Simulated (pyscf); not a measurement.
## Substitution at C: H₃C–CH₂–ZnH + CH₃• -> H₃C–CH₃ + •H₂C–ZnH

Gas phase, doublet surface, charge 0. Bonds broken: C1–C2. Bonds formed: C1–C10. Optimised with ωB97X-D3(BJ)/def2-SVP in PySCF.

Transition state (Å):

```xyz
13

C     -0.5198    -0.3704     0.4753
C     -0.9645     1.3281     1.3399
Zn    -0.2265     2.8110     0.3487
H     -1.0315    -0.0880    -0.4454
H      0.5515    -0.1945     0.5784
H     -1.0631    -0.8962     1.2606
H     -2.0656     1.2866     1.3907
H     -0.5660     1.1870     2.3586
H      0.3919     3.9552    -0.4917
C     -0.1142    -2.1304    -0.3354
H     -1.0827    -2.5913    -0.5701
H      0.4818    -1.9244    -1.2344
H      0.4475    -2.6948     0.4206
```

One imaginary mode, 1273i cm⁻¹; descent along it reached the two sides named.

| bond | change | reactant side (Å) | saddle | product side |
|---|---|---|---|---|
| C1–C2 | breaks | 1.536 | 1.957 | 3.6 |
| C1–C10 | forms | 3.6 | 1.980 | 1.527 |

Electronic energies relative to the separated reactants (kcal/mol):

```
level                   barrier  reaction energy  reverse barrier
----------------------  -------  ---------------  ---------------
ωB97X-D3(BJ)/def2-TZVP     47.0             -9.0             56.0
PBE/def2-TZVP              37.5             -8.6             46.1
r²SCAN/def2-TZVP           41.2             -8.4             49.7
B3LYP-D3(BJ)/def2-TZVP     42.3             -8.4             50.8
PBE0-D3(BJ)/def2-TZVP      43.0             -8.4             51.3
M06-2X/def2-TZVP           45.0             -8.9             53.9
ωB97M-D3(BJ)/def2-TZVP     46.4             -8.9             55.2
HF/def2-TZVP               63.9            -10.3             74.2
```

With ωB97M-D3(BJ)/def2-TZVP energies and thermal terms (ideal gas, 1 atm, RRHO with modes under 100 cm⁻¹ raised to 100, one conformer, R ln 2 for chiral ones without a mode under 150 cm⁻¹), in kcal/mol:

| T (K) | ΔH‡ | ΔG‡ | ΔH | ΔG |
|---|---|---|---|---|
| 298 | 47.1 | 56.5 | -7.7 | -7.2 |
| 600 | 47.5 | 66.0 | -8.1 | -6.6 |
| 900 | 48.1 | 75.1 | -8.4 | -5.8 |
| 1200 | 48.8 | 84.0 | -8.5 | -5.0 |

The same reactants have a lower exit, to [H₃C–CH₂–Zn]• + CH₄ (barrier +4.7 kcal/mol at ωB97M-D3(BJ)/def2-TZVP, against +46.4 kcal/mol here). •H₂C–ZnH lies 25.0 kcal/mol over its isomer [H₃C–Zn]• (electronic energy, ωB97M-D3(BJ)/def2-TZVP). One saddle was located; it need not be the lowest between these sides. The angle at the attacked C is 177°. Elements up to Kr have no core potential and no relativistic terms here.
